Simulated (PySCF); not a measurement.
# BeN₂H₂, a complex of two parts: interaction energy, part 1 of 3

Aim: the interaction energy of `[BeH2]` with `N#N`.

Programs: PySCF 2.14.0. All values are calculated, for the isolated system unless a continuum is named. Atoms count from 0, parts from 1.

## (1) Starting point

5 atoms, charge 0, multiplicity 1; geometry: GFN2-xTB. Parts: 1 = atoms 0–2, `[BeH2]`, charge 0; 2 = atoms 3–4, `N#N`, charge 0.

## (2) Optimising the geometry at PBE0-D3(BJ)/def2-TZVPD

Job settings and geometry (Å):

```
{"job": {"xc": "PBE0", "basis": "def2-TZVPD", "d3": "d3bj", "grid": 3, "kind": "geom", "shake": 0.01}, "charge": 0, "multiplicity": 1, "parts": [{"atoms": "0-2", "charge": 0, "multiplicity": 1}, {"atoms": "3-4", "charge": 0, "multiplicity": 1}]}
Be    -0.364818     0.113199    -0.163751
H      0.425219     1.129012    -0.360415
H     -0.582587    -1.015959     0.400081
N     -1.901007     0.714702    -0.572165
N     -2.761424     1.258216    -0.101520
```

On the command line:

```sh
$ OMP_NUM_THREADS=1 python cluster_run.py task.json out
```

One launch serves the whole session: the jobs run in the order shown.

Standard output:

```text
step   0  E = -125.31122244  max force = 0.075896
step   1  E = -125.32108852  max force = 0.005962
step   2  E = -125.32200594  max force = 0.006085
step   3  E = -125.32299421  max force = 0.005716
step   4  E = -125.32356961  max force = 0.003526
step   5  E = -125.32390442  max force = 0.001924
step   6  E = -125.32397861  max force = 0.002013
step   7  E = -125.32401638  max force = 0.001895
step   8  E = -125.32406264  max force = 0.002005
step   9  E = -125.32409964  max force = 0.001554
step  10  E = -125.32412120  max force = 0.000881
step  11  E = -125.32413447  max force = 0.000245
optimisation converged
```

Wall time 57 s (1 thread of Arm Neoverse N1, shared host); peak memory 0.49 GiB.

Along the way:

| step | energy from step 0 (eV) | largest force component (eV/Å) |
| --- | --- | --- |
| 0 | 0.0000 | 3.9027 |
| 1 | -0.2685 | 0.3066 |
| 2 | -0.2934 | 0.3129 |
| 3 | -0.3203 | 0.2939 |
| 4 | -0.3360 | 0.1813 |
| 5 | -0.3451 | 0.0989 |
| 6 | -0.3471 | 0.1035 |
| 7 | -0.3481 | 0.0974 |
| 8 | -0.3494 | 0.1031 |
| 9 | -0.3504 | 0.0799 |
| 10 | -0.3510 | 0.0453 |
| 11 | -0.3514 | 0.0126 |

Distances of close pairs at the start and the end, largest changes first:

| bond | before (Å) | after (Å) | change (Å) |
| --- | --- | --- | --- |
| Be0–N3 | 1.700 | 1.852 | +0.153 |
| Be0–H2 | 1.281 | 1.352 | +0.071 |
| Be0–H1 | 1.302 | 1.351 | +0.049 |
| N3–N4 | 1.121 | 1.089 | -0.032 |

The next job starts from the end point, and lists it.

| at the end point | value |
| --- | --- |
| point group (found at 0.08 Å tolerance) | C2v |
| rotational constants (GHz, main isotopes) | 147.4, 8.952, 8.440 |
| dipole moment (D) | 2.84 |

Contacts at the end point (a selection, picked against the atoms' radii; other short pairs can be missing):

```
   atoms  distance (Å)  kind (by distance and angle)  angle (°)
Be0···N3          1.85              bonding distance          –
```

Against the parts relaxed at this level the binding energy is -2.72 kcal/mol, without counterpoise.

## (3) Coupled-cluster interaction energy: CCSD(T) and MP2, 1.85 Å

Job settings and geometry (Å):

```
{"job": {"kind": "intercc", "basis": "aug-cc-pVDZ", "basis_mid": "aug-cc-pVTZ", "basis_large": "aug-cc-pVQZ"}, "charge": 0, "multiplicity": 1, "parts": [{"atoms": "0-2", "charge": 0, "multiplicity": 1}, {"atoms": "3-4", "charge": 0, "multiplicity": 1}]}
Be    -0.290443     0.120491    -0.070770
H      0.566290     1.102288    -0.428646
H     -0.499984    -1.141353     0.367392
N     -1.982468     0.845842    -0.275923
N     -2.977996     1.271922    -0.389817
```

With the program's defaults for keys left out, this is: CCSD(T)/aug-cc-pVDZ and MP2/aug-cc-pVTZ, aug-cc-pVQZ counterpoise interaction energy, frozen core, gas phase.

Standard output:

```text
part 1, own basis, geometry of the cluster
final grid: 21776 points
cycle   1  E = -15.7466963183  dE = -1.953e-01  |g| = 1.557e-01  |ddm| = 2.662e+00
cycle   2  E = -15.7623154312  dE = -1.562e-02  |g| = 4.446e-02  |ddm| = 4.980e-01
cycle   3  E = -15.7639250560  dE = -1.610e-03  |g| = 4.598e-03  |ddm| = 2.024e-01
cycle   4  E = -15.7639474207  dE = -2.236e-05  |g| = 9.247e-04  |ddm| = 2.390e-02
cycle   5  E = -15.7639482661  dE = -8.454e-07  |g| = 1.252e-04  |ddm| = 4.863e-03
cycle   6  E = -15.7639482794  dE = -1.339e-08  |g| = 1.051e-05  |ddm| = 6.314e-04
cycle   7  E = -15.7639482795  dE = -8.662e-11  |g| = 1.034e-06  |ddm| = 9.074e-05
converged SCF energy = -15.7639482795

part 2, own basis, geometry of the cluster
final grid: 21984 points
cycle   1  E = -108.9654221369  dE =  7.859e-02  |g| = 2.930e-01  |ddm| = 2.641e+00
cycle   2  E = -108.9845634553  dE = -1.914e-02  |g| = 9.138e-02  |ddm| = 5.308e-01
cycle   3  E = -108.9860314082  dE = -1.468e-03  |g| = 1.584e-02  |ddm| = 1.262e-01
cycle   4  E = -108.9861272286  dE = -9.582e-05  |g| = 1.926e-03  |ddm| = 3.855e-02
cycle   5  E = -108.9861283126  dE = -1.084e-06  |g| = 1.977e-04  |ddm| = 4.665e-03
cycle   6  E = -108.9861283329  dE = -2.030e-08  |g| = 4.488e-05  |ddm| = 5.104e-04
cycle   7  E = -108.9861283341  dE = -1.128e-09  |g| = 4.582e-06  |ddm| = 1.515e-04
cycle   8  E = -108.9861283341  dE = -8.043e-12  |g| = 3.120e-07  |ddm| = 1.923e-05
converged SCF energy = -108.9861283341

part 1, own basis, relaxed alone
final grid: 21776 points
cycle   1  E = -15.7556570498  dE = -1.973e-01  |g| = 1.535e-01  |ddm| = 2.679e+00
cycle   2  E = -15.7705661752  dE = -1.491e-02  |g| = 4.275e-02  |ddm| = 4.909e-01
cycle   3  E = -15.7719273998  dE = -1.361e-03  |g| = 2.800e-03  |ddm| = 1.945e-01
cycle   4  E = -15.7719336580  dE = -6.258e-06  |g| = 2.454e-04  |ddm| = 1.598e-02
cycle   5  E = -15.7719336993  dE = -4.132e-08  |g| = 2.423e-05  |ddm| = 2.085e-03
cycle   6  E = -15.7719336998  dE = -4.655e-10  |g| = 2.894e-06  |ddm| = 2.060e-04
converged SCF energy = -15.7719336998

part 2, own basis, relaxed alone
final grid: 21984 points
cycle   1  E = -108.9652949082  dE =  7.666e-02  |g| = 2.933e-01  |ddm| = 2.639e+00
cycle   2  E = -108.9844750963  dE = -1.918e-02  |g| = 9.147e-02  |ddm| = 5.313e-01
cycle   3  E = -108.9859465842  dE = -1.471e-03  |g| = 1.585e-02  |ddm| = 1.263e-01
cycle   4  E = -108.9860426493  dE = -9.607e-05  |g| = 1.928e-03  |ddm| = 3.859e-02
cycle   5  E = -108.9860437355  dE = -1.086e-06  |g| = 1.977e-04  |ddm| = 4.670e-03
cycle   6  E = -108.9860437558  dE = -2.030e-08  |g| = 4.490e-05  |ddm| = 5.101e-04
cycle   7  E = -108.9860437570  dE = -1.128e-09  |g| = 4.587e-06  |ddm| = 1.515e-04
cycle   8  E = -108.9860437570  dE = -8.043e-12  |g| = 3.126e-07  |ddm| = 1.923e-05
converged SCF energy = -108.9860437570

cluster
final grid: 4432 points
cycle   1  E = -124.7458272066  dE = -2.622e-02  |g| = 9.782e-02  |ddm| = 2.160e+00
cycle   2  E = -124.7484095041  dE = -2.582e-03  |g| = 7.498e-02  |ddm| = 3.676e-01
cycle   3  E = -124.7495507160  dE = -1.141e-03  |g| = 1.885e-02  |ddm| = 9.191e-02
cycle   4  E = -124.7497577051  dE = -2.070e-04  |g| = 2.801e-03  |ddm| = 7.906e-02
cycle   5  E = -124.7497639211  dE = -6.216e-06  |g| = 1.338e-03  |ddm| = 9.415e-03
cycle   6  E = -124.7497659911  dE = -2.070e-06  |g| = 6.812e-04  |ddm| = 4.731e-03
cycle   7  E = -124.7497667723  dE = -7.812e-07  |g| = 1.297e-04  |ddm| = 3.421e-03
cycle   8  E = -124.7497667959  dE = -2.357e-08  |g| = 1.480e-05  |ddm| = 7.087e-04
cycle   9  E = -124.7497667961  dE = -1.722e-10  |g| = 2.692e-06  |ddm| = 9.270e-05
converged SCF energy = -124.7497667961

part 1 in the basis of the cluster
final grid: 4432 points
cycle   1  E = -15.7640314550  dE = -8.773e-05  |g| = 1.991e-03  |ddm| = 5.125e-01
cycle   2  E = -15.7640325699  dE = -1.115e-06  |g| = 2.515e-04  |ddm| = 5.450e-02
cycle   3  E = -15.7640325980  dE = -2.813e-08  |g| = 2.367e-05  |ddm| = 8.888e-03
cycle   4  E = -15.7640325985  dE = -4.347e-10  |g| = 3.837e-06  |ddm| = 9.025e-04
converged SCF energy = -15.7640325985

part 2 in the basis of the cluster
final grid: 4432 points
cycle   1  E = -108.9863992836  dE = -2.699e-04  |g| = 3.040e-03  |ddm| = 1.819e+00
cycle   2  E = -108.9864019043  dE = -2.621e-06  |g| = 3.506e-04  |ddm| = 1.805e-01
cycle   3  E = -108.9864019487  dE = -4.432e-08  |g| = 3.304e-05  |ddm| = 2.161e-02
cycle   4  E = -108.9864019490  dE = -3.141e-10  |g| = 1.395e-05  |ddm| = 6.866e-04
converged SCF energy = -108.9864019490

Interaction energy (kcal/mol)
  counterpoise       -4.640
  uncorrected        -5.527
  dispersion part     0.000
  deformation         4.756
  binding             0.116

Decomposition of the uncorrected value (kcal/mol)
  electrostatic     -20.384
  Pauli              39.502
  orbital           -18.926
  dispersion          0.000
  correlation        -5.720

Charge of each part in the cluster: -0.066 0.066
part 1, own basis, geometry of the cluster
final grid: 21776 points
cycle   1  E = -15.7476212852  dE = -1.960e-01  |g| = 1.578e-01  |ddm| = 2.809e+00
cycle   2  E = -15.7633536610  dE = -1.573e-02  |g| = 4.516e-02  |ddm| = 5.852e-01
cycle   3  E = -15.7649844682  dE = -1.631e-03  |g| = 4.671e-03  |ddm| = 2.473e-01
cycle   4  E = -15.7650072452  dE = -2.278e-05  |g| = 9.687e-04  |ddm| = 2.644e-02
cycle   5  E = -15.7650081351  dE = -8.899e-07  |g| = 1.360e-04  |ddm| = 5.310e-03
cycle   6  E = -15.7650081505  dE = -1.536e-08  |g| = 1.128e-05  |ddm| = 7.473e-04
cycle   7  E = -15.7650081506  dE = -9.324e-11  |g| = 1.091e-06  |ddm| = 1.042e-04
converged SCF energy = -15.7650081506

part 2, own basis, geometry of the cluster
final grid: 21984 points
cycle   1  E = -108.9725873657  dE =  7.595e-02  |g| = 2.929e-01  |ddm| = 2.704e+00
cycle   2  E = -108.9914686581  dE = -1.888e-02  |g| = 9.259e-02  |ddm| = 5.044e-01
cycle   3  E = -108.9929407280  dE = -1.472e-03  |g| = 1.612e-02  |ddm| = 1.179e-01
cycle   4  E = -108.9930379504  dE = -9.722e-05  |g| = 2.087e-03  |ddm| = 3.688e-02
cycle   5  E = -108.9930391992  dE = -1.249e-06  |g| = 2.043e-04  |ddm| = 4.574e-03
cycle   6  E = -108.9930392206  dE = -2.142e-08  |g| = 4.626e-05  |ddm| = 4.825e-04
cycle   7  E = -108.9930392218  dE = -1.149e-09  |g| = 4.906e-06  |ddm| = 1.254e-04
cycle   8  E = -108.9930392218  dE = -1.023e-11  |g| = 3.839e-07  |ddm| = 1.212e-05
converged SCF energy = -108.9930392218

part 1, own basis, relaxed alone
final grid: 21776 points
cycle   1  E = -15.7566102432  dE = -1.980e-01  |g| = 1.549e-01  |ddm| = 2.848e+00
cycle   2  E = -15.7716270463  dE = -1.502e-02  |g| = 4.336e-02  |ddm| = 5.727e-01
cycle   3  E = -15.7730077307  dE = -1.381e-03  |g| = 2.828e-03  |ddm| = 2.411e-01
cycle   4  E = -15.7730139364  dE = -6.206e-06  |g| = 2.457e-04  |ddm| = 1.817e-02
cycle   5  E = -15.7730139783  dE = -4.190e-08  |g| = 2.670e-05  |ddm| = 2.173e-03
cycle   6  E = -15.7730139789  dE = -5.560e-10  |g| = 2.892e-06  |ddm| = 3.528e-04
converged SCF energy = -15.7730139789

part 2, own basis, relaxed alone
final grid: 21984 points
cycle   1  E = -108.9724550010  dE =  7.402e-02  |g| = 2.932e-01  |ddm| = 2.702e+00
cycle   2  E = -108.9913752670  dE = -1.892e-02  |g| = 9.268e-02  |ddm| = 5.049e-01
cycle   3  E = -108.9928509496  dE = -1.476e-03  |g| = 1.613e-02  |ddm| = 1.180e-01
cycle   4  E = -108.9929484222  dE = -9.747e-05  |g| = 2.090e-03  |ddm| = 3.692e-02
cycle   5  E = -108.9929496735  dE = -1.251e-06  |g| = 2.044e-04  |ddm| = 4.579e-03
cycle   6  E = -108.9929496950  dE = -2.142e-08  |g| = 4.629e-05  |ddm| = 4.824e-04
cycle   7  E = -108.9929496961  dE = -1.151e-09  |g| = 4.911e-06  |ddm| = 1.254e-04
cycle   8  E = -108.9929496961  dE = -9.834e-12  |g| = 3.845e-07  |ddm| = 1.213e-05
converged SCF energy = -108.9929496961

cluster
final grid: 4432 points
cycle   1  E = -124.7536917502  dE = -2.570e-02  |g| = 9.778e-02  |ddm| = 1.563e+00
cycle   2  E = -124.7562682099  dE = -2.576e-03  |g| = 7.503e-02  |ddm| = 2.759e-01
cycle   3  E = -124.7574056997  dE = -1.137e-03  |g| = 1.889e-02  |ddm| = 9.165e-02
cycle   4  E = -124.7576128889  dE = -2.072e-04  |g| = 2.881e-03  |ddm| = 7.236e-02
cycle   5  E = -124.7576192145  dE = -6.326e-06  |g| = 1.357e-03  |ddm| = 8.803e-03
cycle   6  E = -124.7576213139  dE = -2.099e-06  |g| = 6.909e-04  |ddm| = 4.157e-03
cycle   7  E = -124.7576221119  dE = -7.980e-07  |g| = 1.392e-04  |ddm| = 3.387e-03
cycle   8  E = -124.7576221388  dE = -2.696e-08  |g| = 1.555e-05  |ddm| = 7.141e-04
cycle   9  E = -124.7576221390  dE = -1.946e-10  |g| = 2.781e-06  |ddm| = 8.770e-05
converged SCF energy = -124.7576221390

part 1 in the basis of the cluster
final grid: 4432 points
cycle   1  E = -15.7650091801  dE = -4.448e-06  |g| = 3.945e-04  |ddm| = 1.371e-01
cycle   2  E = -15.7650092109  dE = -3.082e-08  |g| = 3.568e-05  |ddm| = 1.559e-02
cycle   3  E = -15.7650092114  dE = -5.026e-10  |g| = 3.031e-06  |ddm| = 2.246e-03
converged SCF energy = -15.7650092114

part 2 in the basis of the cluster
final grid: 4432 points
cycle   1  E = -108.9930974664  dE = -5.707e-05  |g| = 1.342e-03  |ddm| = 1.057e+00
cycle   2  E = -108.9930979880  dE = -5.217e-07  |g| = 1.428e-04  |ddm| = 8.673e-02
cycle   3  E = -108.9930979962  dE = -8.217e-09  |g| = 1.022e-05  |ddm| = 8.355e-03
cycle   4  E = -108.9930979963  dE = -4.363e-11  |g| = 4.886e-06  |ddm| = 2.337e-04
converged SCF energy = -108.9930979963

Interaction energy (kcal/mol)
  counterpoise       -5.031
  uncorrected        -5.473
  dispersion part     0.000
  deformation         4.806
  binding            -0.225

Decomposition of the uncorrected value (kcal/mol)
  electrostatic     -20.127
  Pauli              38.985
  orbital           -18.592
  dispersion          0.000
  correlation        -5.738

Charge of each part in the cluster: -0.066 0.066
part 1 in the basis of the cluster: E(HF) = -15.760540926  E2 = -0.053511100  E(CCSD corr) = -0.070758137  (T) = -0.000523818
part 2 in the basis of the cluster: E(HF) = -108.961774710  E2 = -0.315419872  E(CCSD corr) = -0.318651894  (T) = -0.013224034
cluster: E(HF) = -124.719296740  E2 = -0.376050770  E(CCSD corr) = -0.394728286  (T) = -0.014649258

Counterpoise interaction energy (kcal/mol)
  hf_small                   1.894
  mp2_small                 -2.573
  ccsd_small                -1.443
  ccsdt_small               -2.009
  hf_large                   0.304
  mp2_large                 -5.031
  hf_middle                  0.419
  mp2_middle                -4.640
  scs_mp2_large             -3.950
  mp2_limit                 -5.232
  ccsdt_less_mp2             0.565
  ccsdt_limit_estimate      -4.668
  bsse_mp2_large             0.442
```

Run time: 60 s. Hardware: 1 thread of Arm Neoverse N1, shared host; peak memory 0.69 GiB.

Contacts at this geometry (a selection, picked against the atoms' radii; other short pairs can be missing):

```csv
atoms,distance (Å),kind (by distance and angle),angle (°)
Be0···N3,1.85,bonding distance,–
```

Differences are taken before rounding.

```
                 method  interaction energy (kcal/mol)  from CCSD(T), limit estimate (kcal/mol)
         HF/aug-cc-pVDZ                           1.89                                    +6.56
        MP2/aug-cc-pVDZ                          -2.57                                    +2.09
       CCSD/aug-cc-pVDZ                          -1.44                                    +3.22
    CCSD(T)/aug-cc-pVDZ                          -2.01                                    +2.66
         HF/aug-cc-pVQZ                           0.30                                    +4.97
        MP2/aug-cc-pVQZ                          -5.03                                    -0.36
    SCS-MP2/aug-cc-pVQZ                          -3.95                                    +0.72
      MP2, extrapolated                          -5.23                                    -0.56
CCSD(T), limit estimate                          -4.67                                        0
```

These energies keep the parts at their geometry in the cluster; deforming them to it costs 4.81 kcal/mol (MP2).

## (4) Coupled-cluster interaction energy: CCSD(T) and MP2, 1.95 Å

Settings changed since step 3:

```diff
@@ -4,3 +4,3 @@
 H     -0.499984    -1.141353     0.367392
-N     -1.982468     0.845842    -0.275923
-N     -2.977996     1.271922    -0.389817
+N     -2.067069     0.882110    -0.286181
+N     -3.062597     1.308190    -0.400075
```

Level: CCSD(T)/aug-cc-pVDZ and MP2/aug-cc-pVTZ, aug-cc-pVQZ counterpoise interaction energy, frozen core, gas phase.

Standard output:

```text
part 1, own basis, geometry of the cluster: E = -15.7639482795 (as before)

part 2, own basis, geometry of the cluster: E = -108.9861283341 (as before)

part 1, own basis, relaxed alone: E = -15.7719336998 (as before)

part 2, own basis, relaxed alone: E = -108.9860437570 (as before)

cluster
final grid: 4432 points
cycle   1  E = -124.7481978162  dE = -2.038e-02  |g| = 8.515e-02  |ddm| = 1.992e+00
cycle   2  E = -124.7502352256  dE = -2.037e-03  |g| = 6.457e-02  |ddm| = 3.310e-01
cycle   3  E = -124.7510895389  dE = -8.543e-04  |g| = 1.678e-02  |ddm| = 7.958e-02
cycle   4  E = -124.7512514389  dE = -1.619e-04  |g| = 2.329e-03  |ddm| = 6.975e-02
cycle   5  E = -124.7512555107  dE = -4.072e-06  |g| = 1.041e-03  |ddm| = 8.324e-03
cycle   6  E = -124.7512566802  dE = -1.169e-06  |g| = 5.350e-04  |ddm| = 3.787e-03
cycle   7  E = -124.7512571580  dE = -4.779e-07  |g| = 1.159e-04  |ddm| = 2.596e-03
cycle   8  E = -124.7512571781  dE = -2.009e-08  |g| = 1.406e-05  |ddm| = 6.457e-04
cycle   9  E = -124.7512571783  dE = -1.440e-10  |g| = 2.994e-06  |ddm| = 8.480e-05
converged SCF energy = -124.7512571783

part 1 in the basis of the cluster
final grid: 4432 points
cycle   1  E = -15.7640244246  dE = -8.047e-05  |g| = 1.896e-03  |ddm| = 4.589e-01
cycle   2  E = -15.7640254668  dE = -1.042e-06  |g| = 2.405e-04  |ddm| = 4.696e-02
cycle   3  E = -15.7640254927  dE = -2.587e-08  |g| = 2.157e-05  |ddm| = 7.613e-03
cycle   4  E = -15.7640254931  dE = -3.575e-10  |g| = 3.419e-06  |ddm| = 7.840e-04
converged SCF energy = -15.7640254931

part 2 in the basis of the cluster
final grid: 4432 points
cycle   1  E = -108.9863747236  dE = -2.455e-04  |g| = 2.886e-03  |ddm| = 1.686e+00
cycle   2  E = -108.9863771132  dE = -2.390e-06  |g| = 3.343e-04  |ddm| = 1.688e-01
cycle   3  E = -108.9863771537  dE = -4.048e-08  |g| = 3.165e-05  |ddm| = 2.050e-02
cycle   4  E = -108.9863771540  dE = -3.021e-10  |g| = 1.400e-05  |ddm| = 6.699e-04
converged SCF energy = -108.9863771540

Interaction energy (kcal/mol)
  counterpoise       -5.117
  uncorrected        -5.906
  dispersion part     0.000
  deformation         4.756
  binding            -0.361

Decomposition of the uncorrected value (kcal/mol)
  electrostatic     -16.478
  Pauli              30.445
  orbital           -14.709
  dispersion          0.000
  correlation        -5.163

Charge of each part in the cluster: -0.061 0.061
part 1, own basis, geometry of the cluster: E = -15.7650081506 (as before)

part 2, own basis, geometry of the cluster: E = -108.9930392218 (as before)

part 1, own basis, relaxed alone: E = -15.7730139789 (as before)

part 2, own basis, relaxed alone: E = -108.9929496961 (as before)

cluster
final grid: 4432 points
cycle   1  E = -124.7560535973  dE = -1.998e-02  |g| = 8.508e-02  |ddm| = 1.407e+00
cycle   2  E = -124.7580931394  dE = -2.040e-03  |g| = 6.456e-02  |ddm| = 2.371e-01
cycle   3  E = -124.7589440123  dE = -8.509e-04  |g| = 1.684e-02  |ddm| = 7.930e-02
cycle   4  E = -124.7591065765  dE = -1.626e-04  |g| = 2.399e-03  |ddm| = 6.332e-02
cycle   5  E = -124.7591107194  dE = -4.143e-06  |g| = 1.057e-03  |ddm| = 7.609e-03
cycle   6  E = -124.7591119085  dE = -1.189e-06  |g| = 5.415e-04  |ddm| = 3.196e-03
cycle   7  E = -124.7591123936  dE = -4.851e-07  |g| = 1.240e-04  |ddm| = 2.551e-03
cycle   8  E = -124.7591124165  dE = -2.286e-08  |g| = 1.477e-05  |ddm| = 6.530e-04
cycle   9  E = -124.7591124166  dE = -1.636e-10  |g| = 3.088e-06  |ddm| = 7.437e-05
converged SCF energy = -124.7591124166

part 1 in the basis of the cluster
final grid: 4432 points
cycle   1  E = -15.7650090357  dE = -4.170e-06  |g| = 3.811e-04  |ddm| = 1.401e-01
cycle   2  E = -15.7650090647  dE = -2.898e-08  |g| = 3.473e-05  |ddm| = 1.669e-02
cycle   3  E = -15.7650090652  dE = -4.894e-10  |g| = 3.025e-06  |ddm| = 2.405e-03
converged SCF energy = -15.7650090652

part 2 in the basis of the cluster
final grid: 4432 points
cycle   1  E = -108.9930944076  dE = -5.418e-05  |g| = 1.287e-03  |ddm| = 1.020e+00
cycle   2  E = -108.9930948872  dE = -4.796e-07  |g| = 1.347e-04  |ddm| = 8.224e-02
cycle   3  E = -108.9930948945  dE = -7.309e-09  |g| = 9.504e-06  |ddm| = 7.834e-03
cycle   4  E = -108.9930948945  dE = -3.826e-11  |g| = 4.417e-06  |ddm| = 2.233e-04
converged SCF energy = -108.9930948945

Interaction energy (kcal/mol)
  counterpoise       -5.430
  uncorrected        -5.829
  dispersion part     0.000
  deformation         4.806
  binding            -0.624

Decomposition of the uncorrected value (kcal/mol)
  electrostatic     -16.195
  Pauli              29.984
  orbital           -14.459
  dispersion          0.000
  correlation        -5.160

Charge of each part in the cluster: -0.061 0.061
part 1 in the basis of the cluster: E(HF) = -15.760536265  E2 = -0.053450512  E(CCSD corr) = -0.070706587  (T) = -0.000521186
part 2 in the basis of the cluster: E(HF) = -108.961766269  E2 = -0.315351625  E(CCSD corr) = -0.318592226  (T) = -0.013217242
cluster: E(HF) = -124.721322852  E2 = -0.375318124  E(CCSD corr) = -0.394167456  (T) = -0.014573442

Counterpoise interaction energy (kcal/mol)
  hf_small                   0.615
  mp2_small                 -3.474
  ccsd_small                -2.440
  ccsdt_small               -2.964
  hf_large                  -0.633
  mp2_large                 -5.430
  hf_middle                 -0.536
  mp2_middle                -5.117
  scs_mp2_large             -4.489
  mp2_limit                 -5.589
  ccsdt_less_mp2             0.510
  ccsdt_limit_estimate      -5.079
  bsse_mp2_large             0.399
```

Run time: 53 s. Hardware: 1 thread of Arm Neoverse N1, shared host; peak memory 0.62 GiB.

Contacts at this geometry (a selection, picked against the atoms' radii; other short pairs can be missing):

| atoms | distance (Å) | kind (by distance and angle) | angle (°) |
| --- | --- | --- | --- |
| Be0···N3 | 1.95 | coordination | – |

Differences are taken before rounding.

| method | interaction energy (kcal/mol) | from CCSD(T), limit estimate (kcal/mol) |
| --- | --- | --- |
| HF/aug-cc-pVDZ | 0.61 | +5.69 |
| MP2/aug-cc-pVDZ | -3.47 | +1.60 |
| CCSD/aug-cc-pVDZ | -2.44 | +2.64 |
| CCSD(T)/aug-cc-pVDZ | -2.96 | +2.11 |
| HF/aug-cc-pVQZ | -0.63 | +4.45 |
| MP2/aug-cc-pVQZ | -5.43 | -0.35 |
| SCS-MP2/aug-cc-pVQZ | -4.49 | +0.59 |
| MP2, extrapolated | -5.59 | -0.51 |
| CCSD(T), limit estimate | -5.08 | 0 |

These energies keep the parts at their geometry in the cluster; deforming them to it costs 4.81 kcal/mol (MP2).

(Continued in part 2 of 3.)
